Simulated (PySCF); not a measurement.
Geometries of 3 isomers of C3H5FO2, from PBE0-D3(BJ)/def2-SVP geometry optimisation, gas phase (PySCF 2.14.0). One conformer each, no zero-point energy, no frequencies.

**Question.** Which isomer lies lowest at this level?
A.
```xyz
11
angstrom
C      1.634    0.719   -0.204
O      0.358    0.743    0.391
C     -0.327   -0.417    0.269
O     -0.999   -0.654   -0.970
C     -1.771   -0.384    0.140
F     -2.507   -1.410    0.602
H      2.114    1.682    0.009
H      1.565    0.583   -1.297
H      2.259   -0.091    0.215
H      0.164   -1.314    0.679
H     -2.337    0.556    0.144
```
B.
```xyz
11
angstrom
O      2.007   -0.021   -0.652
C      0.922   -0.634   -0.018
C     -0.380   -0.049   -0.486
O     -0.588    1.325   -0.091
C     -1.416    0.375    0.448
F     -1.260    0.141    1.765
H      1.956    0.920   -0.447
H      0.951   -1.704   -0.278
H      0.977   -0.559    1.084
H     -0.650   -0.248   -1.533
H     -2.482    0.427    0.189
```
C.
```xyz
11
angstrom
C     -1.584   -0.100    0.052
C     -0.181    0.395    0.243
F     -0.005    0.828    1.522
O      0.704   -0.681    0.025
C      1.949   -0.389   -0.387
O      2.366    0.700   -0.638
H     -1.775   -0.938    0.737
H     -2.295    0.709    0.266
H     -1.730   -0.441   -0.982
H      0.093    1.225   -0.428
H      2.526   -1.332   -0.472
```

**Answer.** C. That is `C[C@@H](F)OC=O`, 36.6 kcal/mol below the next.

| SMILES | atoms numbered as above | E (Eh) | relative (kcal/mol) | relative (kJ/mol) | dipole (D) |
| --- | --- | --- | --- | --- | --- |
| C[C@@H](F)OC=O | [CH3:1][C@@H:2]([F:3])[O:4][CH:5]=[O:6] | -366.96404 | 0.0 | 0.0 | 2.43 |
| OC[C@@H]1O[C@@H]1F | [OH:1][CH2:2][C@@H:3]1[O:4][C@@H:5]1[F:6] | -366.90574 | 36.6 | 153.1 | 1.67 |
| CO[C@@H]1O[C@H]1F | [CH3:1][O:2][C@@H:3]1[O:4][C@H:5]1[F:6] | -366.90011 | 40.1 | 167.8 | 2.11 |

As drawn, the lowest has a C=O bond and a C(=O)–O unit, which the highest lacks; the highest has a three-membered ring, which the lowest lacks.
